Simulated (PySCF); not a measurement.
Gas-phase thermal properties of BS

Energies from PySCF (xtb for GFN2), thermal terms from the rigid-rotor harmonic-oscillator model, ideal gas at 1 bar. 'Table' is the NASA 1993 thermochemical table (part measured, part estimated). 6-31G* has spherical d functions here. Open shells (unrestricted): BS (multiplicity 2). GFN2 has no spin-polarisation term. B3LYP is the form with VWN-RPA correlation. The harmonic model lacks anharmonicity and excited electronic states, which grow with temperature; levels with a mode under 35 cm⁻¹ are left out. The table's entry may be an old estimate for BS (not checked at source).

```tsv
level	point group	σ	ZPE (kJ/mol)	S°298 (J/mol/K)	Cp298 (J/mol/K)	S°1000 (J/mol/K)	H1000 − H298 (kJ/mol)
table	-	-	-	216.2	30.0	256.2	23.6
B3LYP/6-31G*	C∞v	1	7.1	216.3	30.0	256.1	23.5
GFN2-xTB	C∞v	1	8.0	215.9	29.7	255.1	23.1
HF/6-31G*	C∞v	1	7.6	216.0	29.8	255.5	23.3
PBE/def2-SVP	C∞v	1	7.1	216.3	30.0	256.2	23.5
PBE0/def2-TZVP	C∞v	1	7.3	216.1	29.9	255.8	23.4
```
σ: rotational symmetry number. Electronic degeneracy used: 2. Frequencies are unscaled.
